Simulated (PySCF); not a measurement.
Molecule: 1,1,2-trichloroethane (SMILES C(Cl)C(Cl)Cl).

Bonds (- single, = double, # triple, : aromatic): Cl1-C2, C2-C3, C3-Cl4, C3-Cl5. C2 carries H6, H7; C3 carries H8.

Frames of a GFN2-xTB Langevin trajectory at 200 K; GIAO PBE0/pcSseg-1 shieldings in PySCF, gas phase, non-relativistic; equivalent atoms averaged within each frame.

Referencing at the same level of theory: ³⁵Cl (σref 949.78) against HCl; TMS for ¹³C (σref 186.93), ¹H (σref 31.72). The references are static minima.

How do the shifts (ppm) fluctuate along the trajectory?

## Answers


```tsv
time (fs)	Cl4/Cl5	Cl1	C3	C2	H8	H6/H7
optimised geometry	275	123	86.3	57.9	5.73	3.85
250	282	102	83.7	61.4	5.55	4.60
425	328	122	94.2	52.8	6.55	4.34
625	351	127	92.9	61.5	5.32	4.21
800	278	159	88.0	63.8	5.29	3.62
1000	291	172	84.0	58.0	5.71	3.49
mean of frames	306	137	88.6	59.5	5.68	4.05
standard deviation	32	29	4.9	4.3	0.51	0.48
```

5 frames give an uncertainty of the mean of about the standard deviation over 2.2 at best, since frames this close in time may not be independent; classical motion lacks zero-point vibration, and the reference would need the same averaging.
